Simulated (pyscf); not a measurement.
Optimised with ωB97X-D3(BJ)/def2-SVP in PySCF.

For the elementary gas-phase step •H₂C–Br (SMILES [CH2]Br) + H₂ (SMILES [H][H]) → H₃C–Br (SMILES CBr) + H• (SMILES [H]) (doublet surface; H–H broken, C–H formed), what barrier and reaction energy does ωB97M-D3(BJ)/def2-TZVP give, measured from the separated reactants?

ΔE‡ = 12.8 kcal/mol, ΔE = +0.4 kcal/mol. Zero-point energy shifts the barrier by +1.7 kcal/mol. It is a hydrogen abstraction, with an imaginary mode of 1488i cm⁻¹. This is the saddle that the search found; another between the same sides may lie lower. The angle at the transferred H is 179°. Elements up to Kr have no core potential and no relativistic terms here.
